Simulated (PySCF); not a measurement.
Homolysis of single bonds, series Al Br-NH2. Gas-phase values, no solvent. Strings in code marks are SMILES.

The highest occupied spin orbital from two functionals at the same geometries (PBE0-D3(BJ)/def2-TZVP), both in PySCF: PBE-D3(BJ)/def2-TZVP and ωB97X-D3(BJ)/def2-TZVP. 

```tsv
species	PBE-D3(BJ)/def2-TZVP (eV)	ωB97X-D3(BJ)/def2-TZVP (eV)
radical fragment (`[Br][Al][Br]`)	-5.55	-8.66
radical fragment (`[NH2]`)	-7.06	-11.37
radical fragment (`[NH2][Al][Br]`)	-5.08	-8.23
```

Over these rows, drawn at random from the members with no instability flagged (it was tested for open shells, ions and some series alone), PBE minus ωB97X-D3(BJ): mean +3.52 eV, from +3.11 eV to +4.31 eV.
